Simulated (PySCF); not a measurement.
Ligands exchanged one at a time, Al F-OH. Gas-phase values, no solvent. One relaxed conformer stands for each flexible species; it need not be the lowest. Strings in code marks are SMILES.

The numbers are results of PBE-D3(BJ)/def2-TZVP // PBE0-D3(BJ)/def2-TZVP run with PySCF 2.14.0, not measurements. Excitations are Tamm–Dancoff values on a coarser integration grid. The basis has no diffuse functions, so Rydberg states are missing or too high.

```
species                                                             HOMO (eV)  brightest of the four lowest singlets (TDA) (eV)  S1–T1 gap (TDA) (eV)  HOMO–LUMO gap (eV)  S1 oscillator strength
------------------------------------------------------------------  ---------  ------------------------------------------------  --------------------  ------------------  ----------------------
0 of 3 F replaced by OH                                                 -9.62                                              8.09                  0.20                7.24                   0.000
1 of 3 F replaced by OH (`[OH][Al]([F])[F]` (H–O–Al–F torsion 0°))      -8.19                                                 –                  0.38                6.23                   0.037
2 of 3 F replaced by OH                                                 -7.62                                              6.62                  0.27                6.02                   0.000
3 of 3 F replaced by OH                                                 -7.29                                              6.88                  0.24                6.00                   0.000
```
